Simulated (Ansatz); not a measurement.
# CHBSi (singlet): from Hartree-Fock to the top rungs, cc-pVDZ

The task here is to estimate one member of a computed series from the others.

Program: Ansatz 0.2.0, Gaussian basis. Level of theory: cc-pVDZ, core rule «outside noble gas», up to 7 orbitals frozen. These are calculated values, not measurements.

The runs, in order: UHF; CCSD(T) on RHF; BCCD(T) on RHF; CISD; CCSDT(Q) on RHF; CASSCF and MRCISD+Q, 8 electrons in 8 orbitals; CASSCF and MRCISD+Q(relaxed), 8 electrons in 8 orbitals; CASSCF and NEVPT2, 8 electrons in 8 orbitals.

13 further runs of the same task are left out: 4 that didn't finish, 9 set aside as unsound or not needed. Runs told in other sessions of the task aren't counted.

## The geometry

The geometry is a PBE0/def2-TZVP stationary point (not a proven minimum).

4 atoms, charge 0, spin multiplicity 1.

Atoms are counted from 1 here; the program's logs count them from 0.

Bond lengths: B1–C2 1.363 Å, B1–H4 1.175 Å, C2–Si3 1.675 Å. Angles: C2–B1–H4 180.0°, B1–C2–Si3 180.0°.

The first run:

in.yaml

```yaml
crystal:
  periodic: [false, false, false]
  atoms:
    - {symbol: B, position_ang: [0.000000, 0.000000, 0.806500]}
    - {symbol: C, position_ang: [0.000000, 0.000000, -0.556100]}
    - {symbol: Si, position_ang: [0.000000, 0.000000, -2.231400]}
    - {symbol: H, position_ang: [0.000000, 0.000000, 1.981000]}
basis:
  gaussian: {orbitals: cc-pVDZ}
magnetization: {spin_polarized: true, initial_magnetization: 0}
hamiltonian: {xc: hf}
output: {orbitals: {seedname: orbitals}}
```

Run with:

```bash
$ ansatz run in.yaml --threads 1 --pin off --events-out ev --progress --plain --max-ram 2393MiB
```

Among the steps run: UHF; CCSD(T) on RHF; BCCD(T) on RHF; CISD; CCSDT(Q) on RHF; CASSCF and MRCISD+Q, 8 electrons in 8 orbitals; CASSCF and MRCISD+Q(relaxed), 8 electrons in 8 orbitals; CASSCF and NEVPT2, 8 electrons in 8 orbitals.

One of the session's tables, all rows but one given; the rest of the session is left out.

It belongs to the step «Misses and costs». 

| method | from RCCSDT(Q) (meV) |
| --- | --- |
| RHF | +8756.0 |
| RMP2 | +1173.2 |
| CISD | +1436.8 |
| RCCSD | +582.3 |
| RCCSD(T) | +76.9 |
| BCCD(T) | +72.5 |
| RCCSDT | ? |
| RCCSDT(Q) | 0 |
| CASSCF frontier | +6467.4 |
| NEVPT2 frontier | +1312.0 |
| MRCISD frontier | +765.1 |
| MRCISD+Q frontier | +140.6 |
| MRCISD+Q(relaxed) frontier | +80.4 |

**Question.** Estimate the row for RCCSDT.

The run gave: from RCCSDT(Q) (meV): +50.8. In the column «from RCCSDT(Q) (meV)» it lies between RCCSDT(Q) (0) and BCCD(T) (+72.5).

With the free atoms at the same levels and basis (separate runs), the atomisation energy is 14.177 eV at RCCSDT(Q), 14.131 eV at RCCSD(T), 10.848 eV at RHF.
